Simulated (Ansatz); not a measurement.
Geometry optimisation, RKS PBE0-D4/STO-3G (Ansatz 0.2.0).

Input:

```yaml
crystal:
  periodic: [false, false, false]
  atoms:
    - { symbol: S, position_ang: [-1.05574, -1.25091, -0.20679] }
    - { symbol: C, position_ang: [0.1605, -0.32835, -0.76076] }
    - { symbol: O, position_ang: [0.73044, 0.67681, -0.14958] }
    - { symbol: S, position_ang: [0.25566, 1.17964, 1.38805] }
    - { symbol: H, position_ang: [0.61258, -0.48992, -1.73501] }
    - { symbol: H, position_ang: [-0.70344, 0.21274, 1.46411] }
basis:
  gaussian: { orbitals: STO-3G }
hamiltonian:
  xc: pbe0
  dispersion: d4
relax:
  f_tol: 0.015
  max_steps: 40
output:
  orbitals: {}
```

Command:

```bash
$ ansatz run input.yaml --threads 1 --pin off --max-ram 2048MiB --backend cpu --events-out ev --progress --plain --runs-dir out
```

Task: Where does it end, and by what steps?

Result: The forces met the threshold. Limits of this set-up: minimal basis. After 8 steps the energy has fallen by 0.385 eV; H6 moved furthest, 0.22 Å.

```json
{"step": "0", "energy less start (eV)": "0.0000", "largest force component (eV/Å)": "3.190", "accepted": "yes"}
{"step": "1", "energy less start (eV)": "-0.3210", "largest force component (eV/Å)": "1.133", "accepted": "yes"}
{"step": "2", "energy less start (eV)": "-0.3412", "largest force component (eV/Å)": "0.552", "accepted": "yes"}
{"step": "3", "energy less start (eV)": "-0.3752", "largest force component (eV/Å)": "0.506", "accepted": "yes"}
{"step": "4", "energy less start (eV)": "-0.3760", "largest force component (eV/Å)": "0.459", "accepted": "yes"}
{"step": "5", "energy less start (eV)": "-0.3769", "largest force component (eV/Å)": "0.316", "accepted": "yes"}
{"step": "6", "energy less start (eV)": "-0.3845", "largest force component (eV/Å)": "0.034", "accepted": "yes"}
{"step": "7", "energy less start (eV)": "-0.3846", "largest force component (eV/Å)": "0.021", "accepted": "yes"}
{"step": "8", "energy less start (eV)": "-0.3846", "largest force component (eV/Å)": "0.001", "accepted": "yes"}
```

```xyz
6
Properties=species:S:1:pos:R:3
S -1.072 -1.183 -0.074
C 0.148 -0.325 -0.734
O 0.805 0.744 -0.165
S 0.225 1.173 1.429
H 0.594 -0.505 -1.731
H -0.699 0.096 1.276
```

The run took 23 s on 1 thread of Arm Neoverse N1, on a shared host, peak memory 0.11 GiB.
